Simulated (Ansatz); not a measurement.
Job for Ansatz (a first-principles code): R-RI-MP2/aug-cc-pVQZ on HF (SMILES F). Files ending in .json are basis or fitting sets from the Basis Set Exchange.

Ansatz 0.2 input:
```yaml
crystal:
  periodic: [false, false, false]
  atoms:
    - {symbol: F, position_ang: [0.00000000, 0.00000000, 0.00000000]}
    - {symbol: H, position_ang: [0.91538107, 0.00000000, 0.00000000]}
basis:
  gaussian:
    orbitals: aug-cc-pVQZ
    fitting: {mean_field: def2-universal-JKFIT, correlation: aug-cc-pVQZ-RIFIT.json}
magnetization: {spin_polarized: false}
correlation: {method: mp2, electrons: outside_noble_gas}
scf: {lower_state_search: off}
```

Program output:

```
WARN ansatz: RAYON_NUM_THREADS=2 ignored (pool sized by the plan → 2); use --threads N
Functional definition: HF
these checks for a lower state are left out or cut short: stability, starts, cluster_reference, orbital_swaps, neighbouring_geometries, increment
integrals: 0.02 GiB planned
95 factors; integrals over basis functions are off by at most 2.0e0 eV
248 factors; integrals over basis functions are off by at most 7.1e-1 eV
mean field: 0.10 GiB planned
mean field evaluation 1: about -2722.0462 eV, gradient 2.5e1 eV
mean field evaluation 2: about -2722.7006 eV, gradient 1.7e1 eV
mean field evaluation 4: about -2723.0058 eV, gradient 3.4e-1 eV
mean field evaluation 8: about -2723.0063 eV, gradient 1.4e-6 eV
mean field -2723.00626993 eV, -100.0686347000 hartree, gradient 1.4e-6 eV, S^2 0.000000; 0 other end points of the search recorded, 0 dependent functions left out
1 core orbitals not correlated
reference -2723.00626993 eV, -100.0686347000 hartree; 4, 4 occupied and 121, 121 virtual orbitals, 248 factors
second order -8.19095180 eV of doubles, -0.00000000 eV of singles
Total energy: -2731.19722173 eV, -100.3696466265 hartree
Checks for a lower state left out: stability, starts, cluster_reference, orbital_swaps, neighbouring_geometries, increment
```

The calculation finished and met its thresholds.

Cost: around 0.3 core-seconds (rough).
